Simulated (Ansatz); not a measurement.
Frontier orbitals of `FCC(F)F`.

Total charge 0; spin multiplicity 1. The geometry is a stationary point of PBE0-D4/def2-TZVP. It is one conformer, not always the lowest. Basis def2-TZVPP, the Gaussian-basis code of Ansatz.

```
functional  HOMO (eV)  LUMO (eV)  gap (eV)
       PBE      -7.94       0.24      8.18
      PBE0      -9.73       1.37     11.10
     B3LYP      -9.53       1.02     10.55
   r2SCAN0     -10.01       1.71     11.72
   ωB97X-V     -12.24       3.52     15.76
   ωB97M-V     -12.16       3.08     15.24
```

From PBE to PBE0 the HOMO moves by −1.79 eV and the LUMO by +1.13 eV, and with ωB97M-V by −4.22 and +2.84 eV, so the gap grows from 8.18 to 15.25 eV with exact exchange. A positive LUMO is unbound and depends on the basis.

B3LYP here is the variant with VWN-RPA as its local correlation; programs differ in this.
